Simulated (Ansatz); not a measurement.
Geometry optimisation, RKS revPBE/def2-SVP in Ansatz.

input.yaml

```yaml
crystal:
  periodic: [false, false, false]
  atoms:
    - { symbol: Si, position_ang: [0.320518, 0.007187, -0.106496] }
    - { symbol: F, position_ang: [0.553883, -0.0871, 1.49641] }
    - { symbol: H, position_ang: [1.669474, 0.186121, -0.747209] }
    - { symbol: H, position_ang: [-0.548159, 1.187481, -0.423376] }
    - { symbol: H, position_ang: [-0.299873, -1.268237, -0.59269] }
    - { symbol: P, position_ang: [-2.820816, 0.192031, 1.163669] }
    - { symbol: H, position_ang: [-2.808143, -1.044062, 0.420015] }
    - { symbol: H, position_ang: [-3.548398, -0.416825, 2.253713] }
    - { symbol: H, position_ang: [-1.557085, -0.068695, 1.780063] }
basis:
  gaussian: { orbitals: def2-SVP }
hamiltonian:
  xc: revpbe
relax:
  f_tol: 0.03
  max_steps: 50
output:
  orbitals: {}
```

Command:

```bash
$ ansatz run input.yaml --threads 1 --pin off --max-ram 2048MiB --backend cpu --events-out ev --progress --plain --runs-dir out
```

Q: Where does it end, and by what steps?

A: The run converged. The force dipped under the threshold on the way, but the program's further checks kept it going. After 21 steps the energy has fallen by 0.249 eV; H7 moved furthest, 1.49 Å.

```csv
step,energy less start (eV),largest force component (eV/Å),accepted
0,0.0000,1.124,yes
1,-0.1466,0.494,yes
2,-0.1911,0.330,yes
3,-0.2111,0.187,yes
4,-0.2182,0.067,yes
5,-0.2231,0.090,yes
6,-0.2263,0.189,yes
7,-0.2296,0.157,yes
8,-0.2342,0.123,yes
9,-0.2363,0.201,yes
10,-0.2395,0.163,yes
11,-0.2424,0.009,yes
12,-0.2439,0.150,yes
13,-0.2452,0.073,yes
14,-0.2460,0.006,yes
15,-0.2470,0.135,yes
16,-0.2476,0.086,yes
17,-0.2483,0.043,yes
18,-0.2485,0.095,yes
19,-0.2490,0.032,yes
20,-0.2491,0.002,yes
21,-0.2492,0.007,yes
```

```xyz
9
Properties=species:S:1:pos:R:3
Si 1.017 0.085 -0.536
F 0.140 -0.018 0.857
H 2.474 0.143 -0.177
H 0.610 1.330 -1.270
H 0.733 -1.130 -1.372
P -3.823 0.073 1.972
H -4.145 -1.016 1.082
H -3.615 -0.821 3.085
H -2.430 0.043 1.605
```

Time of the run: 52 s on 1 thread of Arm Neoverse V1, with other jobs on the host, peak memory 0.14 GiB.
